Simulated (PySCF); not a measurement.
An element was calculated at PBE (PySCF 2.14, spin-free X2C, a triple-zeta basis, no spin-orbit coupling), in the ground configurations that NIST lists.

```
first ionisation energy  : 17.627 eV
second ionisation energy : 35.452 eV
third ionisation energy  : 62.855 eV
```

**Question.** Which element is it?

**Answer.** Fluorine (F, Z = 9), in ANO-RCC-VTZP. NIST lists 17.423, 34.971, 62.708 eV for these ionisation energies.
